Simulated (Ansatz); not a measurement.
Input file:

```yaml
crystal:
  periodic: [false, false, false]
  atoms:
    - {symbol: Cl, position_ang: [0.000000, 0.885306, 1.303423]}
    - {symbol: Ge, position_ang: [0.000000, 0.087359, -0.983890]}
    - {symbol: Si, position_ang: [0.000000, -1.343486, 0.899379]}
basis:
  gaussian: {orbitals: cc-pVDZ}
total_charge: 1
magnetization: {spin_polarized: false, initial_magnetization: 2}
correlation: {method: sc_nevpt2, electrons: outside_noble_gas, active_space: {window: {electrons: 12, orbitals: 11}, shells: [{species: Cl, l: p, shell: 3}, {species: Ge, l: s, shell: 4}, {species: Ge, l: p, shell: 4}, {species: Si, l: s, shell: 3}, {species: Si, l: p, shell: 3}]}}
```

```sh
$ ansatz run in.yaml --threads 1 --pin off --events-out ev --progress --plain --max-ram 2393MiB
```

Problem. Roughly how long does this take on 1 thread of Arm Neoverse V1, shared host, and how much host memory?

Solution. 25 s wall and 0.29 GiB.

```
1263 factors; integrals over basis functions are off by at most 1.3e-7 eV
mean field evaluation 1: about -76828.5057 eV, gradient 2.2e1 eV
mean field evaluation 2: about -76828.7123 eV, gradient 2.2e1 eV
mean field evaluation 4: about -76830.6738 eV, gradient 1.6e0 eV
mean field evaluation 8: about -76830.7128 eV, gradient 2.0e-1 eV
mean field evaluation 16: about -76829.7590 eV, gradient 5.0e0 eV
mean field -76830.71526998 eV, -2823.4767084427 hartree, gradient 8.4e-6 eV, S^2 2.000000; 2 other end points of the search recorded, 0 dependent functions left out
reference -76830.71526998 eV, -2823.4767084427 hartree; 32, 30 occupied and 31, 33 virtual orbitals, 1263 factors
state -76832.99299881 eV, -2823.5604134333 hartree
state -76832.99299881 eV, -2823.5604134333 hartree; corrected -76838.16892296 eV, -2823.7506251373 hartree
Total energy: -76838.16892296 eV, -2823.7506251373 hartree
Checks for a lower state left out: starts, orbital_swaps
```
